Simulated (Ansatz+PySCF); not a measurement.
Values are calculated unless marked as measured or tabulated.
This PySCF input gave a total energy of -76.72576 hartree.

```python
from pyscf import gto, scf

mol = gto.M(atom="""
C 0.000000 0.000000 -0.652610
C 0.000000 0.000000 0.652610
H 0.000000 0.000000 -1.813590
H 0.000000 0.000000 1.813590
""", basis='def2-svp', charge=0, spin=0)
mf = scf.RHF(mol)
mf.init_guess = 'minao'
mf.kernel()
while True:  # follow internal instabilities
    mo, _, stable, _ = mf.stability(return_status=True)
    if stable: break
    mf.kernel(mf.make_rdm1(mo, mf.mo_occ))
print(mf.converged, mf.e_tot, mf.spin_square()[0])
```

(1) Write an input for Ansatz with the same method and basis set.

Answers

(1)

```yaml
crystal:
  periodic: [false, false, false]
  atoms:
    - { symbol: C, position_ang: [0.0, 0.0, -0.65261] }
    - { symbol: C, position_ang: [0.0, 0.0, 0.65261] }
    - { symbol: H, position_ang: [0.0, 0.0, -1.81359] }
    - { symbol: H, position_ang: [0.0, 0.0, 1.81359] }
basis:
  gaussian: { orbitals: def2-SVP }
hamiltonian:
  xc: hf
```

Ansatz (development build ahead of 0.2.0) gave -76.72575 hartree, 0.03 meV from the first.
